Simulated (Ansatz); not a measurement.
## Sn: levels along high-symmetry lines

```
Sn
1.0
     0.00000    3.32785    3.32785
     3.32785    0.00000    3.32785
     3.32785    3.32785    0.00000
Sn
2
Cartesian
  0.0000 0.0000 0.0000
  1.6639 1.6639 1.6639
```

Atom numbers follow the list: Sn1, Sn2.

Conventional cell: a = 6.656 Å, b = 6.656 Å, c = 6.656 Å, α = 90.00°, β = 90.00°, γ = 90.00°. Sn (atom 1) has 4 Sn at 2.88 Å as nearest neighbours.

The cell was built from the diamond type and relaxed in the same program, and has space group Fd-3m; it needn't be a known or the stable phase.

Spin–orbit coupling is left out, though it moves levels of the heavy atoms by tenths of an eV or more.

The calculation used Ansatz 0.2.0, DFT, PBE, all-electron LAPW, scalar-relativistic.

Sampling and basis: a Γ-centred 9×9×9 k mesh, Fermi–Dirac smearing of 0.05 eV, basis error target 0.5 meV/atom, no spin polarisation.

Points in fractions of the reciprocal vectors of this cell: Γ (0, 0, 0), X (0.5, 0, 0.5), U (0.625, 0.25, 0.625), K (0.375, 0.375, 0.75), L (0.5, 0.5, 0.5), W (0.5, 0.25, 0.75). The path joins them by straight lines in the order Γ–X–U–K–Γ–L–W–X; legs that retrace an earlier one aren't tabulated. Energies are in eV from the Fermi level.

Q: Is there a gap?

A: None at this level of theory (metallic, semimetallic, or a small gap that the functional closes).

Q: List the levels between -5 and 2 eV at the symmetry points.

A: 
Γ: -1.09, 0.15 (×3)
X: -2.16 (×2), 0.96 (×2)
U: -2.97, -1.83, 1.20
K: -2.97, -1.83, 1.20
L: -0.94 (×2), -0.08
W: -2.67 (×2)
